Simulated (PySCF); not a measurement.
Other spins and charges of GeH4⁺, doublet at one geometry

Geometry (PBE0/def2-TZVP stationary point for this spin, not checked as a minimum):

```xyz
5

Ge    0.0000    0.0000    0.0000
H     0.5613    1.0339    1.0326
H    -0.5699   -1.0297    1.0321
H    -0.5592    1.0308   -1.0368
H     0.5678   -1.0351   -1.0279
```

Basis 6-31G (Cartesian d functions); PySCF 2.14.0. Correlated methods freeze the noble-gas cores and the filled d shells of p-block atoms. Prefix R: restricted or restricted open-shell reference. No spin–orbit coupling is included, and no scalar relativity.

Gaps are energies of the second state less the first, at fixed atoms, for a selection of the levels run; mean-field and cluster levels share one orbital occupation for each state, and full CI takes the lowest of the symmetries tried.

Quartet less doublet: 6.745 eV at RCCSDT.

Large singles or doubles amplitudes warn of static correlation in the GeH4⁺ quartet.

| level | gap (eV) | error (meV) |
| --- | --- | --- |
| RHF | 7.020 | 275 |
| RMP2 | 6.989 | 244 |
| RCCSD | 6.803 | 58 |
| RCCSD(T) | 6.769 | 24 |

Full CI isn't at hand for all of this; RCCSDT serves as the reference. It lacks quadruple excitations.
